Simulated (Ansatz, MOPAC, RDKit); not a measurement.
Species: ethylene, C2H4 (charge 0, singlet). SMILES: C=C

Atoms: C1, C2, H3, H4, H5, H6. Bonds: C1-C2, C1-H3, C1-H4, C2-H5, C2-H6.

Bond lengths (Å) and angles (degrees) optimised at UFF with RDKit; PM3 with MOPAC; MNDO with MOPAC; HF/6-31G* with Ansatz (an electronic-structure program); PBE/6-31G* with Ansatz; MP2/6-31G* with Ansatz, each started from the B3LYP-D3(BJ)/def2-TZVP structure (Ansatz) of the last column. A row stands for all coordinates that are equal there. 6-31G* holds six Cartesian d functions. No wavenumbers were computed at UFF, MNDO, PBE/6-31G*, MP2/6-31G*, so these may be saddle points.

```tsv
coordinate	UFF	PM3	MNDO	HF/6-31G*	PBE/6-31G*	MP2/6-31G*	B3LYP-D3(BJ)/def2-TZVP
C1-C2	1.331	1.322	1.335	1.317	1.339	1.336	1.325
C1-H3	1.085	1.086	1.089	1.076	1.096	1.085	1.083
C2-C1-H3	120.2	123.1	123.2	121.8	121.8	121.7	121.7
H3-C1-H4	119.5	113.8	113.6	116.4	116.3	116.6	116.5
```

Mean signed difference of all 5 bond lengths from B3LYP-D3(BJ)/def2-TZVP: UFF 0.003 Å, PM3 0.002 Å, MNDO 0.007 Å, HF/6-31G* -0.007 Å, PBE/6-31G* 0.013 Å, MP2/6-31G* 0.004 Å.
